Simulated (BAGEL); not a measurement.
# singlet [SiNH4]+, step by step

We compute a single-point energy (singlet [SiNH4]+, HF/def2-TZVP), then a single-point energy (doublet SiNH4, NEVPT2(3,3)/def2-TZVP), then a single-point energy (doublet SiNH4, CASPT2(3,3)/def2-TZVP) of H4NSi. 

Program for the calculation: BAGEL 1.2.2.

1 further run of the same task is left out (set aside as unsound or not needed).

### Step 1. The system as given

The species is [SiNH4]+ (6 atoms), meant as a singlet with charge +1. As SMILES of the parent species, `[NH][SiH3]`. The Si2–H4 distance was set to 1.715 Å, away from the relaxed value. That shape belongs to the parent species and isn't relaxed for this state.

Bond lengths: N1–Si2 1.753 Å, N1–H3 1.023 Å, Si2–H5 1.491 Å, Si2–H6 1.481 Å. Angles: N1–Si2–H5 109.1°, N1–Si2–H6 109.3°, Si2–N1–H3 111.9°, H5–Si2–H6 109.5°. A long bond or contact: Si2–H4 1.715 Å.

### Step 2. A single-point energy at HF/def2-TZVP (density fitting with svp-jkfit) (run 1)

hf.json reads:

```json
{ "bagel" : [

{
  "title" : "molecule",
  "basis" : "def2-tzvp.json",
  "df_basis" : "svp-jkfit",
  "angstrom" : true,
  "geometry" : [
    { "atom" : "N", "xyz" : [    0.758154,   -0.740704,    1.025839 ] },
    { "atom" : "Si", "xyz" : [   -0.037646,    0.442096,    0.006339 ] },
    { "atom" : "H", "xyz" : [    1.088854,   -1.546204,    0.489039 ] },
    { "atom" : "H", "xyz" : [   -1.310600,   -0.282300,   -0.885500 ] },
    { "atom" : "H", "xyz" : [    0.955554,    1.006296,   -0.952561 ] },
    { "atom" : "H", "xyz" : [   -0.582046,    1.529296,    0.852539 ] }
  ]
},
{
  "title" : "hf",
  "charge" : 1
},
{
  "title" : "print",
  "file" : "orbitals.molden",
  "orbitals" : true
}

]}
```

The basis set def2-TZVP is read from a file made from the Basis Set Exchange's data (not shown).

The run is started by

```sh
$ BAGEL_NUM_THREADS=1 BAGEL hf.json > hf.out
```

The program printed:

```text
* using 1 threads per process

  ===============================================================
  ===============================================================

  *** Geometry ***

  { "atom" : "N", "xyz" : [      1.432703,     -1.399728,      1.938555 ] },
  { "atom" : "Si", "xyz" : [     -0.071141,      0.835440,      0.011979 ] },
  { "atom" : "H", "xyz" : [      2.057636,     -2.921902,      0.924150 ] },
  { "atom" : "H", "xyz" : [     -2.476675,     -0.533470,     -1.673352 ] },
  { "atom" : "H", "xyz" : [      1.805735,      1.901624,     -1.800079 ] },
  { "atom" : "H", "xyz" : [     -1.099908,      2.889951,      1.611065 ] },

  Number of auxiliary basis functions:      277

  Since a DF basis is specified, we compute 2- and 3-index integrals:
    o Being stored without compression. Storage requirement is 0.019 GB

  Number of basis functions:       92
  Number of electrons      :       25

    * METHOD: MOLECULE                             0.18

  *** RHF ***

  === Nuclear Repulsion ===
    55.8995150137

      * DIIS with orbital gradients will be used.

  === RHF iteration (def2-tzvp.json) ===
      0       -345.03410111          0.02413355           0.04
      1       -345.12596676          0.02236253           0.04
      2       -345.26568128          0.00434270           0.04
      3       -345.28240567          0.00156303           0.04
      4       -345.28538618          0.00056811           0.03
      5       -345.28578427          0.00021569           0.04
      6       -345.28584602          0.00017764           0.03
      7       -345.28594299          0.00013054           0.03
      8       -345.28603843          0.00006443           0.04
      9       -345.28605795          0.00003769           0.04
     10       -345.28606251          0.00001764           0.03
     11       -345.28606338          0.00000665           0.03
     12       -345.28606344          0.00000235           0.03
     13       -345.28606344          0.00000093           0.03
     14       -345.28606344          0.00000051           0.03
     15       -345.28606344          0.00000033           0.03
     16       -345.28606345          0.00000025           0.04
     17       -345.28606345          0.00000020           0.04
     18       -345.28606345          0.00000011           0.04
     19       -345.28606345          0.00000004           0.04
     20       -345.28606345          0.00000002           0.04
     21       -345.28606345          0.00000001           0.04
    * SCF iteration converged.

    * Permanent dipole moment:
           (   -0.438312,     0.866625,     0.205980) a.u.

    * METHOD: HF                                   0.98

    * METHOD: PRINT                                0.05

  ===============================================================
```

Run time: 1.9 s. Hardware: 1 thread of AMD EPYC 7R43 (Zen 3), shared host; peak memory 0.14 GiB.

### Step 3. Doublet neutral SiNH4: a single-point energy at NEVPT2(3,3)/def2-TZVP (density fitting with svp-jkfit) (run 2)

input.json reads:

```json
{ "bagel": [

{
  "title": "molecule",
  "basis": "def2-tzvp.json",
  "df_basis": "svp-jkfit",
  "angstrom": true,
  "geometry": [
    { "atom": "N", "xyz": [       0.758154,      -0.740704,       1.025839 ] },
    { "atom": "Si", "xyz": [      -0.037646,       0.442096,       0.006339 ] },
    { "atom": "H", "xyz": [       1.088854,      -1.546204,       0.489039 ] },
    { "atom": "H", "xyz": [      -1.310600,      -0.282300,      -0.885500 ] },
    { "atom": "H", "xyz": [       0.955554,       1.006296,      -0.952561 ] },
    { "atom": "H", "xyz": [      -0.582046,       1.529296,       0.852539 ] }
  ]
},

{ "title": "hf", "charge": 1 },

{
  "title": "casscf",
  "nstate": 1,
  "nact": 3,
  "nclosed": 11,
  "charge": 0,
  "nspin": 1,
  "active": [12, 13, 15],
  "maxiter": 200,
  "natocc": true
},

{
  "title": "nevpt2",
  "nstate": 1,
  "nact": 3,
  "nclosed": 11,
  "charge": 0,
  "nspin": 1,
  "active": [12, 13, 15],
  "maxiter": 200,
  "natocc": true,
  "ncore": 6
},

{ "title": "print", "file": "orbitals.molden", "orbitals": true }

]}
```

The basis set def2-TZVP is read from a file made from the Basis Set Exchange's data (not shown).

The run is started by

```sh
$ BAGEL_NUM_THREADS=1 BAGEL input.json > input.out
```

The program printed:

```text
* using 1 threads per process

  ===============================================================
  ===============================================================

  *** Geometry ***

  { "atom" : "N", "xyz" : [      1.432703,     -1.399728,      1.938555 ] },
  { "atom" : "Si", "xyz" : [     -0.071141,      0.835440,      0.011979 ] },
  { "atom" : "H", "xyz" : [      2.057636,     -2.921902,      0.924150 ] },
  { "atom" : "H", "xyz" : [     -2.476675,     -0.533470,     -1.673352 ] },
  { "atom" : "H", "xyz" : [      1.805735,      1.901624,     -1.800079 ] },
  { "atom" : "H", "xyz" : [     -1.099908,      2.889951,      1.611065 ] },

  Number of auxiliary basis functions:      277

  Since a DF basis is specified, we compute 2- and 3-index integrals:
    o Being stored without compression. Storage requirement is 0.019 GB

  Number of basis functions:       92
  Number of electrons      :       25

    * METHOD: MOLECULE                             0.14

  *** RHF ***

  === Nuclear Repulsion ===
    55.8995150137

      * DIIS with orbital gradients will be used.

  === RHF iteration (def2-tzvp.json) ===
      0       -345.03410111          0.02413355           0.04
      1       -345.12596676          0.02236253           0.04
      2       -345.26568128          0.00434270           0.04
      3       -345.28240567          0.00156303           0.03
      4       -345.28538618          0.00056811           0.04
      5       -345.28578427          0.00021569           0.04
      6       -345.28584602          0.00017764           0.04
      7       -345.28594299          0.00013054           0.03
      8       -345.28603843          0.00006443           0.04
      9       -345.28605795          0.00003769           0.04
     10       -345.28606251          0.00001764           0.04
     11       -345.28606338          0.00000665           0.06
     12       -345.28606344          0.00000235           0.04
     13       -345.28606344          0.00000093           0.03
     14       -345.28606344          0.00000051           0.04
     15       -345.28606344          0.00000033           0.03
     16       -345.28606345          0.00000025           0.03
     17       -345.28606345          0.00000020           0.03
     18       -345.28606345          0.00000011           0.03
     19       -345.28606345          0.00000004           0.04
     20       -345.28606345          0.00000002           0.03
     21       -345.28606345          0.00000001           0.03
    * SCF iteration converged.

    * Permanent dipole moment:
           (   -0.438312,     0.866625,     0.205980) a.u.

    * METHOD: HF                                   0.95

  ---------------------------
      CASSCF calculation
  ---------------------------

    ==== Active orbitals : =====
         Orbital 12
         Orbital 13
         Orbital 15
    ============================

    * nstate   :      1
    * nclosed  :     11
    * nact     :      3
    * nvirt    :     78
  === CASSCF iteration (def2-tzvp.json) ===

    * Using the second-order algorithm

      0  0      -345.62311543     2.38e-02      0.02

      1  0      -345.69159370     1.65e-03      0.33

      2  0      -345.70619772     1.39e-03      0.27

      3  0      -345.70845715     2.61e-04      0.34

      4  0      -345.70851846     8.12e-05      0.31

      5  0      -345.70852048     2.12e-05      0.29

      6  0      -345.70852058     5.36e-06      0.30

      7  0      -345.70852059     1.34e-06      0.32

      8  0      -345.70852059     3.32e-07      0.32

      9  0      -345.70852059     8.28e-08      0.29

     10  0      -345.70852059     2.08e-08      0.27

     11  0      -345.70852059     5.25e-09      0.26

    * Second-order optimization converged. *

     guess   0:   closed 1..                  open .1.

  === FCI iteration ===

      0  0      -345.69054446     4.66e-02      0.00
      1  0      -345.70847236     2.29e-03      0.00
      2  0      -345.70851886     3.56e-04      0.00
      3  0      -345.70852055     4.47e-05      0.00
      4  0      -345.70852059     1.16e-05      0.00
      5  0      -345.70852059     6.40e-07      0.00
      6  0      -345.70852059     5.52e-08      0.00
      7  0 *    -345.70852059     1.48e-15      0.00

     * ci vector, state   0, <S^2> = 0.7500
       2a.    -0.9917677745
       .a2    -0.1239239193

    * METHOD: CASSCF                               3.42

    * freezing 6 orbitals

  === DF-NEVPT2 calculation ===

    * 3-index integral transformation done
    * assembly done

      NEVPT2 correlation energy:   -0.2769303947      0.16

          (+0)     -0.1815469783
          (+0)'    -0.0141006345
          (+1)     -0.0129849217
          (+1)'    -0.0000827654
          (+2)     -0.0002188082
          (-1)     -0.0571434035
          (-1)'    -0.0004012428
          (-2)     -0.0104516404

      NEVPT2 total energy:       -345.9854509838

    * METHOD: NEVPT2                               0.26

    * METHOD: PRINT                                0.05

  ===============================================================
```

Wall time 5.4 s (1 thread of AMD EPYC 7R43 (Zen 3), shared host); peak memory 0.14 GiB.

### Step 4. Doublet neutral SiNH4: the energy at CASPT2(3,3)/def2-TZVP (density fitting with svp-jkfit) (run 3)

caspt2.json reads:

```json
{ "bagel": [

{
  "title": "molecule",
  "basis": "def2-tzvp.json",
  "df_basis": "svp-jkfit",
  "angstrom": "true",
  "geometry": [
    { "atom": "N", "xyz": [       0.758154,      -0.740704,       1.025839 ] },
    { "atom": "Si", "xyz": [      -0.037646,       0.442096,       0.006339 ] },
    { "atom": "H", "xyz": [       1.088854,      -1.546204,       0.489039 ] },
    { "atom": "H", "xyz": [      -1.310600,      -0.282300,      -0.885500 ] },
    { "atom": "H", "xyz": [       0.955554,       1.006296,      -0.952561 ] },
    { "atom": "H", "xyz": [      -0.582046,       1.529296,       0.852539 ] }
  ]
},

{
  "title": "hf",
  "charge": 1
},

{
  "title": "casscf",
  "nstate": 1,
  "nact": 3,
  "nclosed": 11,
  "nspin": 1,
  "active": [12, 13, 15],
  "maxiter": 200,
  "natocc": "true"
},

{
  "title": "print",
  "file": "orbitals.molden",
  "orbitals": "true"
},

{
  "title": "smith",
  "method": "caspt2",
  "ms": "true",
  "xms": "true",
  "sssr": "true",
  "shift": 0.2,
  "shift_imag": "true",
  "ncore": 6
}

]}
```

The basis set def2-TZVP is read from a file made from the Basis Set Exchange's data (not shown).

The run is started by

```sh
$ BAGEL_NUM_THREADS=1 BAGEL caspt2.json > caspt2.out
```

The program printed:

```text
* using 1 threads per process

  ===============================================================
  ===============================================================

  *** Geometry ***

  { "atom" : "N", "xyz" : [      1.432703,     -1.399728,      1.938555 ] },
  { "atom" : "Si", "xyz" : [     -0.071141,      0.835440,      0.011979 ] },
  { "atom" : "H", "xyz" : [      2.057636,     -2.921902,      0.924150 ] },
  { "atom" : "H", "xyz" : [     -2.476675,     -0.533470,     -1.673352 ] },
  { "atom" : "H", "xyz" : [      1.805735,      1.901624,     -1.800079 ] },
  { "atom" : "H", "xyz" : [     -1.099908,      2.889951,      1.611065 ] },

  Number of auxiliary basis functions:      277

  Since a DF basis is specified, we compute 2- and 3-index integrals:
    o Being stored without compression. Storage requirement is 0.019 GB

  Number of basis functions:       92
  Number of electrons      :       25

    * METHOD: MOLECULE                             0.15

  *** RHF ***

  === Nuclear Repulsion ===
    55.8995150137

      * DIIS with orbital gradients will be used.

  === RHF iteration (def2-tzvp.json) ===
      0       -345.03410111          0.02413355           0.04
      1       -345.12596676          0.02236253           0.03
      2       -345.26568128          0.00434270           0.03
      3       -345.28240567          0.00156303           0.03
      4       -345.28538618          0.00056811           0.03
      5       -345.28578427          0.00021569           0.03
      6       -345.28584602          0.00017764           0.03
      7       -345.28594299          0.00013054           0.04
      8       -345.28603843          0.00006443           0.05
      9       -345.28605795          0.00003769           0.04
     10       -345.28606251          0.00001764           0.04
     11       -345.28606338          0.00000665           0.04
     12       -345.28606344          0.00000235           0.05
     13       -345.28606344          0.00000093           0.05
     14       -345.28606344          0.00000051           0.04
     15       -345.28606344          0.00000033           0.04
     16       -345.28606345          0.00000025           0.04
     17       -345.28606345          0.00000020           0.04
     18       -345.28606345          0.00000011           0.04
     19       -345.28606345          0.00000004           0.04
     20       -345.28606345          0.00000002           0.04
     21       -345.28606345          0.00000001           0.04
    * SCF iteration converged.

    * Permanent dipole moment:
           (   -0.438312,     0.866625,     0.205980) a.u.

    * METHOD: HF                                   0.99

  ---------------------------
      CASSCF calculation
  ---------------------------

    ==== Active orbitals : =====
         Orbital 12
         Orbital 13
         Orbital 15
    ============================

    * nstate   :      1
    * nclosed  :     11
    * nact     :      3
    * nvirt    :     78
  === CASSCF iteration (def2-tzvp.json) ===

    * Using the second-order algorithm

      0  0      -345.62311543     2.38e-02      0.02

      1  0      -345.69159370     1.65e-03      0.30

      2  0      -345.70619772     1.39e-03      0.23

      3  0      -345.70845715     2.61e-04      0.33

      4  0      -345.70851846     8.12e-05      0.31

      5  0      -345.70852048     2.12e-05      0.30

      6  0      -345.70852058     5.36e-06      0.32

      7  0      -345.70852059     1.34e-06      0.29

      8  0      -345.70852059     3.32e-07      0.29

      9  0      -345.70852059     8.28e-08      0.27

     10  0      -345.70852059     2.08e-08      0.25

     11  0      -345.70852059     5.25e-09      0.25

    * Second-order optimization converged. *

     guess   0:   closed 1..                  open .1.

  === FCI iteration ===

      0  0      -345.69054446     4.66e-02      0.00
      1  0      -345.70847236     2.29e-03      0.00
      2  0      -345.70851886     3.56e-04      0.00
      3  0      -345.70852055     4.47e-05      0.00
      4  0      -345.70852059     1.16e-05      0.00
      5  0      -345.70852059     6.40e-07      0.00
      6  0      -345.70852059     5.52e-08      0.00
      7  0 *    -345.70852059     1.48e-15      0.00

     * ci vector, state   0, <S^2> = 0.7500
       2a.    -0.9917677745
       .a2    -0.1239239193

    * METHOD: CASSCF                               3.26

    * METHOD: PRINT                                0.05

  === SMITH program ===

    * freezing 6 orbitals

    * Approximate memory requirement for SMITH calulation per MPI process:
      o Storage requirement for T-amplitude, lambda, and residual is 0.01 GB
      o Storage requirement for MO integrals is 0.00 GB
    * Calculating and saving rdm4f

    * Zeroth order energy : state  0       -1.1158987863

    * CASPT2 iteration is performed using orthogonal basis

      -------------------------------------------  CASPT2 iteration  ---------------------------------------------------
       #      aibj      arbs      arbi      airj      risj      airs      arst      rist         Etot      error   time
      ------------------------------------------------------------------------------------------------------------------

       0  -0.18128  -0.01277  -0.06162  -0.01452  -0.00033  -0.01393  -0.00045  -0.00009   -0.2850196  0.0012838   0.10
       1  -0.18142  -0.01282  -0.06173  -0.01467  -0.00036  -0.01408  -0.00046  -0.00010   -0.2856433  0.0002192   0.07
       2  -0.18142  -0.01282  -0.06174  -0.01467  -0.00036  -0.01408  -0.00046  -0.00010   -0.2856604  0.0000459   0.08
       3  -0.18142  -0.01282  -0.06174  -0.01467  -0.00036  -0.01408  -0.00046  -0.00010   -0.2856611  0.0000098   0.08
       4  -0.18142  -0.01282  -0.06174  -0.01467  -0.00036  -0.01408  -0.00046  -0.00010   -0.2856611  0.0000019   0.08
       5  -0.18142  -0.01282  -0.06174  -0.01467  -0.00036  -0.01408  -0.00046  -0.00010   -0.2856611  0.0000004   0.08

      ------------------------------------------------------------------------------------------------------------------

    * CASPT2 energy : state  0     -345.9958907549
        w/o shift correction       -345.9941817063
        reference weight              0.9100268580

    * METHOD: SMITH                                0.65

  ===============================================================
```

Wall time 6 s (1 thread of AMD EPYC 7R43 (Zen 3), shared host); peak memory 0.14 GiB.

### Step 5. Summary of results

| quantity | value |
| --- | --- |
| run 1, HF/def2-TZVP: total energy | -345.28606 Eh |
| run 1, HF/def2-TZVP: HOMO energy | -18.52 eV |
| run 1, HF/def2-TZVP: LUMO energy | -8.94 eV |
| run 1, HF/def2-TZVP: HOMO–LUMO gap | 9.58 eV |
| doublet neutral SiNH4, run 2: total energy | -345.98545 Eh |
| doublet neutral SiNH4, run 3: total energy | -345.99589 Eh |
